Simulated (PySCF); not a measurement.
C3H5N3.
Structure used (PBE0-D3(BJ)/def2-SVP), in Å, numbered top down from 1:
```
atom  x, y, z in Å
C1    -1.4906   -0.0037    0.7289
N2    -0.2177   -0.1917    0.0828
C3     0.7413    0.7208   -0.1953
C4     1.7107   -0.0109   -0.8452
N5     1.2912   -1.2967   -0.9224
N6     0.1327   -1.3975   -0.3651
H7    -1.3644    0.5334    1.6789
H8    -2.1826    0.5561    0.0824
H9    -1.9049   -0.9997    0.9243
H10    0.6591    1.7677    0.0839
H11    2.6683    0.3099   -1.2496
```

Method used: PBE0-D3(BJ)/def2-SVP geometry optimisation, gas phase (PySCF).

Take the most abundant isotopes and a rigid rotor. 

Task: Give the principal moments of inertia and the rotational constants in cm⁻¹.

Result: Ia = 52.96, Ib = 132.95, Ic = 182.66 u·Å²; 505379 MHz·u·Å²/I gives 9542, 3801 and 2767 MHz, that is A = 0.31830, B = 0.12680, C = 0.09229 cm⁻¹.

Task: What kind of rotor is it?

Result: An asymmetric top; Ray's κ = -0.695.

Task: Is it planar, by Δ = Ic − Ia − Ib?

Result: Not planar: Δ = Ic − Ia − Ib = -3.25 u·Å². For a rigid frame Δ = −2 Σ m c², so Σ m c² = 1.63 u·Å² lies off the ab plane, practically all of it from hydrogen. The atom farthest from that plane is 0.99 Å away.

Task: Give the other two planar moments, Paa and Pbb, and the rms extents of the mass along the axes.

Result: Paa = Σ m a² = (Ib + Ic − Ia)/2 = 131.32 and Pbb = Σ m b² = (Ia + Ic − Ib)/2 = 51.34 u·Å². With the mass M = 83.05 u, the rms extents √(P/M) along a, b and c are 1.26, 0.79, 0.14 Å.

Task: List the rotational levels J(Ka,Kc) to J = 4 (MHz).

Result: Above 0(0,0):
J = 1: 1(0,1) 6568, 1(1,1) 12309, 1(1,0) 13344
J = 2: 2(0,2) 19577, 2(1,2) 24411, 2(1,1) 27515, 2(2,1) 44738, 2(2,0) 44866
J = 3: 3(0,3) 38783, 3(1,3) 42488, 3(1,2) 48686, 3(2,2) 64443, 3(2,1) 65068, 3(3,1) 95810, 3(3,0) 95820
J = 4: 4(0,4) 63882, 4(1,4) 66464, 4(1,3) 76740, 4(2,3) 90616, 4(2,2) 92415, 4(3,2) 122311, 4(3,1) 122380, 4(4,1) 165916, 4(4,0) 165916
The levels of one J sum to (2J + 1)J(J + 1)(A + B + C)/3.

Task: Which types of transition are allowed, and where do some lines up to J = 4 fall?

Result: The dipole components are |μa| = 3.08 D, |μb| = 3.46 D, |μc| = 0.00 D. Intensities carry the squares of the components, which stand as 0.79 : 1.00 : 0.00 (a : b : c). Some lines, for components of 0.1 D or more:

```json
{"type": "a", "branch": "Q", "J(Ka,Kc)": "2(1,1) ← 2(1,2)", "MHz": "3104", "lower level (cm⁻¹)": "0.814"}
{"type": "b", "branch": "Q", "J(Ka,Kc)": "1(1,0) ← 1(0,1)", "MHz": "6776", "lower level (cm⁻¹)": "0.219"}
{"type": "b", "branch": "Q", "J(Ka,Kc)": "2(1,1) ← 2(0,2)", "MHz": "7938", "lower level (cm⁻¹)": "0.653"}
{"type": "b", "branch": "Q", "J(Ka,Kc)": "4(1,3) ← 4(0,4)", "MHz": "12859", "lower level (cm⁻¹)": "2.131"}
{"type": "b", "branch": "R", "J(Ka,Kc)": "3(0,3) ← 2(1,2)", "MHz": "14372", "lower level (cm⁻¹)": "0.814"}
{"type": "b", "branch": "Q", "J(Ka,Kc)": "2(2,0) ← 2(1,1)", "MHz": "17351", "lower level (cm⁻¹)": "0.918"}
{"type": "b", "branch": "R", "J(Ka,Kc)": "3(1,3) ← 2(0,2)", "MHz": "22911", "lower level (cm⁻¹)": "0.653"}
{"type": "b", "branch": "Q", "J(Ka,Kc)": "4(2,3) ← 4(1,4)", "MHz": "24152", "lower level (cm⁻¹)": "2.217"}
{"type": "a", "branch": "R", "J(Ka,Kc)": "4(3,2) ← 3(3,1)", "MHz": "26501", "lower level (cm⁻¹)": "3.196"}
{"type": "a", "branch": "R", "J(Ka,Kc)": "4(3,1) ← 3(3,0)", "MHz": "26560", "lower level (cm⁻¹)": "3.196"}
{"type": "a", "branch": "R", "J(Ka,Kc)": "4(2,2) ← 3(2,1)", "MHz": "27346", "lower level (cm⁻¹)": "2.170"}
{"type": "b", "branch": "Q", "J(Ka,Kc)": "3(3,1) ← 3(2,2)", "MHz": "31367", "lower level (cm⁻¹)": "2.150"}
{"type": "b", "branch": "Q", "J(Ka,Kc)": "4(3,2) ← 4(2,3)", "MHz": "31695", "lower level (cm⁻¹)": "3.023"}
{"type": "b", "branch": "R", "J(Ka,Kc)": "2(2,0) ← 1(1,1)", "MHz": "32556", "lower level (cm⁻¹)": "0.411"}
{"type": "b", "branch": "Q", "J(Ka,Kc)": "4(4,0) ← 4(3,1)", "MHz": "43537", "lower level (cm⁻¹)": "4.082"}
{"type": "b", "branch": "R", "J(Ka,Kc)": "3(3,0) ← 2(2,1)", "MHz": "51082", "lower level (cm⁻¹)": "1.492"}
```

No frequency check. Zero-point vibration and centrifugal distortion are left out. A rigid rotor knows nothing of internal rotation, which can split or shift real lines. Quadrupole hyperfine structure (14N) is left out.

The run took 38 s on one thread of an Intel Xeon Platinum 8488C, no GPU (shared host), and the process peaked at 0.46 GiB of memory. This is the geometry optimisation.
